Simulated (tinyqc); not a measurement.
Inside a calculation (part 2 of 2). Method: coupled-perturbed Hartree-Fock on RHF in the sto-3g basis, for H3O+, spin multiplicity 1. Computed by tinyqc, a small Python program that keeps every step (integrals from PySCF). Command: `OMP_NUM_THREADS=1 python tinyqc.py 26933 26934 out.jsonl` (the two numbers bound the seeds that draw the settings). One thread of a shared host (Intel(R) Xeon(R) Processor @ 2.60GHz), about 0.2 s of CPU time with the checks.

Geometry (angstrom):
```
atom        x        y       z
O      0.0000   0.0000  0.2930
H      1.0510   0.0000  0.0000
H     -0.5250   0.9100  0.0000
H     -0.5250  -0.9100  0.0000
```

## Integrals over molecular orbitals

coefficients C:
```
            MO1      MO2      MO3      MO4      MO5      MO6      MO7      MO8
1O 1s    0.9943  -0.2408   0.0000   0.0000  -0.0525  -0.1474  -0.0001   0.0000
1O 2s    0.0255   0.8904   0.0000   0.0001   0.2587   0.8923   0.0009   0.0000
1O 2px   0.0000   0.0000   0.0000   0.7006  -0.0001   0.0007  -0.8677   0.0000
1O 2py   0.0000   0.0000   0.7005   0.0000   0.0000   0.0000   0.0000   0.8680
1O 2pz  -0.0020  -0.0832   0.0000   0.0001   0.9512  -0.3455  -0.0004   0.0000
2H 1s   -0.0042   0.0986   0.0000   0.4167  -0.0988  -0.6212   0.9008   0.0000
3H 1s   -0.0042   0.0987   0.3608  -0.2083  -0.0988  -0.6204  -0.4512  -0.7807
4H 1s   -0.0042   0.0987  -0.3608  -0.2083  -0.0988  -0.6204  -0.4512   0.7807
```

core Hamiltonian H = T + V (hartree):
```
           1O 1s    1O 2s   1O 2px   1O 2py   1O 2pz    2H 1s    3H 1s    4H 1s
1O 1s   -33.0706  -7.6956   0.0000   0.0000   0.0096  -1.2857  -1.2869  -1.2869
1O 2s    -7.6956  -9.6911   0.0000   0.0000   0.1175  -3.1028  -3.1050  -3.1050
1O 2px    0.0000   0.0000  -7.9328   0.0000   0.0000  -2.1935   1.0967   1.0967
1O 2py    0.0000   0.0000   0.0000  -7.9329   0.0000   0.0000  -1.9009   1.9009
1O 2pz    0.0096   0.1175   0.0000   0.0000  -7.8249   0.6412   0.6418   0.6418
2H 1s    -1.2857  -3.1028  -2.1935   0.0000   0.6412  -4.8443  -1.0140  -1.0140
3H 1s    -1.2869  -3.1050   1.0967  -1.9009   0.6418  -1.0140  -4.8456  -1.0140
4H 1s    -1.2869  -3.1050   1.0967   1.9009   0.6418  -1.0140  -1.0140  -4.8456
```

Given earlier and not repeated: Two-electron integrals (ij|kl) in chemists' order.

(pq|rs) = sum C_ip C_jq C_kr C_ls (ij|kl), one index at a time.

one-electron integrals over orbitals h = C^T H C (hartree):
```
          1        2        3        4        5        6        7        8
1  -33.0535   0.5685   0.0000   0.0000   0.1146   0.3316   0.0003   0.0000
2    0.5685  -8.0569   0.0000   0.0000  -0.1898  -1.3765  -0.0013   0.0000
3    0.0000   0.0000  -6.8120   0.0000   0.0000   0.0000   0.0000  -1.7761
4    0.0000   0.0000   0.0000  -6.8118  -0.0002  -0.0017   1.7761   0.0000
5    0.1146  -0.1898   0.0000  -0.0002  -7.6811   0.6199   0.0003   0.0000
6    0.3316  -1.3765   0.0000  -0.0017   0.6199  -4.9244   0.0003   0.0000
7    0.0003  -0.0013   0.0000   1.7761   0.0003   0.0003  -5.4941   0.0000
8    0.0000   0.0000  -1.7761   0.0000   0.0000   0.0000   0.0000  -5.4945
```

Two-electron integrals over orbitals (pq|rs), unique and non-zero (hartree):
```
(11|11) 4.7454      (21|11) -0.4305     (21|21) 0.0618      (22|11) 1.0265
(22|21) -0.0155     (22|22) 0.7248      (31|31) 0.0138      (32|31) 0.0207
(32|32) 0.1341      (33|11) 0.8450      (33|21) -0.0064     (33|22) 0.6457
(33|33) 0.6432      (41|11) -3.68e-05   (41|21) 4.09e-06    (41|22) -5.14e-06
(41|33) -0.0022     (41|41) 0.0138      (42|11) 4.36e-06    (42|21) -2.59e-06
(42|22) -2.76e-05   (42|33) -0.0329     (42|41) 0.0207      (42|42) 0.1340
(43|31) -0.0022     (43|32) -0.0329     (43|43) 0.0406      (44|11) 0.8450
(44|21) -0.0064     (44|22) 0.6457      (44|33) 0.5618      (44|41) 0.0022
(44|42) 0.0329      (44|44) 0.6432      (51|11) -0.0926     (51|21) 0.0111
(51|22) -0.0099     (51|33) -0.0030     (51|41) 2.21e-06    (51|42) 1.04e-06
(51|44) -0.0030     (51|51) 0.0266      (52|11) 0.0572      (52|21) -0.0055
(52|22) -0.0077     (52|33) 0.0058      (52|41) 7.98e-07    (52|42) 3.75e-06
(52|44) 0.0058      (52|51) 0.0299      (52|52) 0.1428      (53|31) 0.0028
(53|32) 0.0012      (53|43) 0.0059      (53|53) 0.0344      (54|11) 4.23e-05
(54|21) -1.34e-06   (54|22) 1.85e-05    (54|33) 0.0059      (54|41) 0.0028
(54|42) 0.0012      (54|44) -0.0059     (54|51) 2.85e-06    (54|52) 1.28e-05
(54|54) 0.0344      (55|11) 1.0873      (55|21) -0.0129     (55|22) 0.7356
(55|33) 0.6371      (55|41) -2.74e-07   (55|42) 4.26e-06    (55|44) 0.6371
(55|51) 0.0099      (55|52) 0.0733      (55|54) 3.13e-05    (55|55) 0.8605
(61|11) -0.2627     (61|21) 0.0386      (61|22) -0.0079     (61|33) -0.0036
(61|41) 1.48e-05    (61|42) 1.64e-05    (61|44) -0.0036     (61|51) 1.60e-04
(61|52) -0.0116     (61|54) 9.67e-07    (61|55) -0.0111     (61|61) 0.0260
(62|11) 0.3145      (62|21) -0.0093     (62|22) 0.1396      (62|33) 0.0937
(62|41) 1.13e-05    (62|42) 5.58e-05    (62|44) 0.0937      (62|51) -0.0115
(62|52) -0.0226     (62|54) 1.62e-05    (62|55) 0.1447      (62|61) -0.0030
(62|62) 0.0757      (63|31) 0.0060      (63|32) -0.0125     (63|43) 0.0265
(63|53) 0.0077      (63|63) 0.0555      (64|11) 3.49e-04    (64|21) -6.85e-06
(64|22) 1.76e-04    (64|33) 0.0267      (64|41) 0.0060      (64|42) -0.0125
(64|44) -0.0264     (64|51) -1.63e-08   (64|52) 2.74e-05    (64|54) 0.0077
(64|55) 1.88e-04    (64|61) 7.41e-07    (64|62) 9.20e-05    (64|64) 0.0555
(65|11) -0.1261     (65|21) 1.45e-04    (65|22) -0.0716     (65|33) -0.0412
(65|41) 4.66e-06    (65|42) 2.86e-05    (65|44) -0.0412     (65|51) 0.0138
(65|52) 0.0427      (65|54) 1.71e-05    (65|55) -0.0667     (65|61) -0.0037
(65|62) -0.0454     (65|64) -4.77e-05   (65|65) 0.0389      (66|11) 0.6308
(66|21) -0.0063     (66|22) 0.5073      (66|33) 0.4855      (66|41) 1.69e-05
(66|42) 1.36e-04    (66|44) 0.4856      (66|51) -0.0131     (66|52) -0.0459
(66|54) -2.27e-05   (66|55) 0.4848      (66|61) -0.0006     (66|62) 0.0496
(66|64) -3.12e-05   (66|65) -0.0325     (66|66) 0.4622      (71|11) -2.46e-04
(71|21) 3.72e-05    (71|22) -4.09e-06   (71|33) 0.0021      (71|41) -0.0153
(71|42) -0.0218     (71|44) -0.0021     (71|51) 2.12e-06    (71|52) -7.92e-06
(71|54) -0.0031     (71|55) -9.18e-06   (71|61) 1.05e-05    (71|62) -1.68e-05
(71|64) -0.0063     (71|65) -6.72e-06   (71|66) -2.09e-05   (71|71) 0.0170
(72|11) 3.01e-04    (72|21) -8.15e-06   (72|22) 1.32e-04    (72|33) -0.0093
(72|41) -0.0151     (72|42) -0.0540     (72|44) 0.0095      (72|51) -8.17e-06
(72|52) -7.15e-06   (72|54) -0.0146     (72|55) 1.38e-04    (72|61) -1.66e-05
(72|62) 2.91e-05    (72|64) -0.0346     (72|65) -4.57e-05   (72|66) 2.59e-05
(72|71) 0.0160      (72|72) 0.0546      (73|31) -0.0024     (73|32) -0.0354
(73|43) 0.0052      (73|53) 0.0066      (73|63) 0.0272      (73|73) 0.0331
(74|11) -0.3728     (74|21) 0.0071      (74|22) -0.1714     (74|33) -0.1317
(74|41) 0.0024      (74|42) 0.0353      (74|44) -0.1214     (74|51) -3.15e-04
(74|52) -0.0313     (74|54) -0.0066     (74|55) -0.1940     (74|61) 0.0048
(74|62) -0.0811     (74|64) -0.0272     (74|65) 0.0341      (74|66) -0.0367
(74|71) -0.0028     (74|72) 0.0009      (74|74) 0.1512      (75|11) -5.75e-05
(75|21) -4.49e-07   (75|22) -2.92e-05   (75|33) 0.0111      (75|41) -0.0048
(75|42) -0.0314     (75|44) -0.0111     (75|51) 1.33e-05    (75|52) 4.61e-05
(75|54) -0.0210     (75|55) -2.13e-05   (75|61) -8.34e-06   (75|62) -4.04e-05
(75|64) 0.0155      (75|65) 4.55e-06    (75|66) -6.08e-05   (75|71) 0.0053
(75|72) 0.0091      (75|74) -0.0123     (75|75) 0.0287      (76|11) -6.98e-05
(76|21) 1.15e-06    (76|22) -3.70e-06   (76|33) 0.0432      (76|41) -0.0115
(76|42) -0.0933     (76|44) -0.0433     (76|51) -8.99e-06   (76|52) -3.78e-05
(76|54) 0.0158      (76|55) -4.01e-05   (76|61) -7.29e-06   (76|62) -2.84e-05
(76|64) 0.0538      (76|65) -3.42e-05   (76|66) -1.68e-04   (76|71) 0.0124
(76|72) 0.0046      (76|74) -0.0494     (76|75) 0.0272      (76|76) 0.1195
(77|11) 0.7672      (77|21) -0.0076     (77|22) 0.5679      (77|33) 0.5049
(77|41) 0.0006      (77|42) 0.0301      (77|44) 0.5796      (77|51) -0.0021
(77|52) 0.0041      (77|54) -0.0105     (77|55) 0.5637      (77|61) -0.0044
(77|62) 0.0662      (77|64) -0.0427     (77|65) -0.0252     (77|66) 0.4707
(77|71) -0.0006     (77|72) 0.0191      (77|74) -0.0664     (77|75) -0.0137
(77|76) -0.0613     (77|77) 0.5631      (81|31) 0.0153      (81|32) 0.0218
(81|43) -0.0021     (81|53) 0.0031      (81|63) 0.0063      (81|73) -0.0028
(81|81) 0.0170      (82|31) 0.0151      (82|32) 0.0540      (82|43) 0.0094
(82|53) 0.0146      (82|63) 0.0346      (82|73) 0.0011      (82|81) 0.0160
(82|82) 0.0546      (83|11) 0.3729      (83|21) -0.0071     (83|22) 0.1714
(83|33) 0.1214      (83|41) 0.0024      (83|42) 0.0353      (83|44) 0.1317
(83|51) 3.15e-04    (83|52) 0.0313      (83|54) -0.0065     (83|55) 0.1940
(83|61) -0.0048     (83|62) 0.0811      (83|64) -0.0270     (83|65) -0.0341
(83|66) 0.0368      (83|71) -0.0028     (83|72) 0.0011      (83|74) -0.0867
(83|75) -0.0124     (83|76) -0.0495     (83|77) 0.1018      (83|83) 0.1512
(84|31) 0.0024      (84|32) 0.0353      (84|43) -0.0051     (84|53) -0.0065
(84|63) -0.0271     (84|73) -0.0315     (84|81) 0.0028      (84|82) -0.0010
(84|84) 0.0330      (85|31) 0.0048      (85|32) 0.0314      (85|43) -0.0111
(85|53) 0.0210      (85|63) -0.0154     (85|73) -0.0124     (85|81) 0.0053
(85|82) 0.0091      (85|84) 0.0123      (85|85) 0.0287      (86|31) 0.0115
(86|32) 0.0933      (86|43) -0.0432     (86|53) -0.0157     (86|63) -0.0537
(86|73) -0.0495     (86|81) 0.0124      (86|82) 0.0046      (86|84) 0.0494
(86|85) 0.0272      (86|86) 0.1194      (87|31) 0.0006      (87|32) 0.0304
(87|43) -0.0374     (87|53) -0.0106     (87|63) -0.0428     (87|73) -0.0179
(87|81) 0.0006      (87|82) -0.0191     (87|84) 0.0178      (87|85) 0.0138
(87|86) 0.0615      (87|87) 0.0489      (88|11) 0.7674      (88|21) -0.0076
(88|22) 0.5680      (88|33) 0.5797      (88|41) -0.0006     (88|42) -0.0303
(88|44) 0.5049      (88|51) -0.0021     (88|52) 0.0041      (88|54) 0.0106
(88|55) 0.5637      (88|61) -0.0044     (88|62) 0.0662      (88|64) 0.0429
(88|65) -0.0253     (88|66) 0.4706      (88|71) 0.0006      (88|72) -0.0190
(88|74) -0.1019     (88|75) 0.0138      (88|76) 0.0614      (88|77) 0.4658
(88|83) 0.0664      (88|88) 0.5633
```

## Response to a field: uncoupled start

orbital energies (hartree): MO1 -20.8163, MO2 -1.6979, MO3 -1.0123, MO4 -1.0121, MO5 -0.8643, MO6 0.0120, MO7 0.1880, MO8 0.1884

dipole integrals <a|z|i> (bohr):
```
         i1      i2      i3       i4       i5
a6  -0.0210  0.0339  0.0000   0.0002  -0.0442
a7   0.0000  0.0001  0.0000  -0.2942   0.0000
a8   0.0000  0.0000  0.2943   0.0000   0.0000
```

Field along z; U_ai = -mu_ai / (e_a - e_i), alpha = -4 sum U_ai mu_ai.

uncoupled U:
```
        i1       i2       i3       i4      i5
a6  0.0010  -0.0198   0.0000  -0.0002  0.0504
a7  0.0000   0.0000   0.0000   0.2451  0.0000
a8  0.0000   0.0000  -0.2451   0.0000  0.0000
```

uncoupled polarisability = 0.5886 bohr^3

## Coupled step 1

U_ai = -(mu_ai + sum_bj [4 (ai|bj) - (ab|ij) - (aj|bi)] U_bj) / (e_a - e_i); alpha = -4 sum U_ai mu_ai.

U after step 1:
```
        i1      i2       i3       i4      i5
a6  0.0002  0.0359   0.0000  -0.0002  0.0106
a7  0.0000  0.0000   0.0000   0.2064  0.0000
a8  0.0000  0.0000  -0.2064   0.0000  0.0000
```

polarisability = 0.4829 bohr^3

## Coupled step 2

As before.

U after step 2:
```
        i1      i2       i3       i4      i5
a6  0.0003  0.0341   0.0000  -0.0002  0.0090
a7  0.0000  0.0000   0.0000   0.2240  0.0000
a8  0.0000  0.0000  -0.2239   0.0000  0.0000
```

polarisability = 0.5241 bohr^3

## Coupled polarisability

Repeat until U stops changing; compare with -d2E/dF2.

Course of the coupled iterations:
```
step  alpha (bohr^3)
0             0.5886
1             0.4829
2             0.5241
3             0.5171
4             0.5201
5             0.5197
6             0.5199
7             0.5199
8             0.5199
9             0.5199
10            0.5199
11            0.5200
12            0.5200
13            0.5200
14            0.5200
15            0.5200
16            0.5200
17            0.5200
18            0.5200
19            0.5200
20            0.5200
```

coupled polarisability = 0.5200 bohr^3

finite-field check, fields of +/-0.001 au = 0.5200 bohr^3
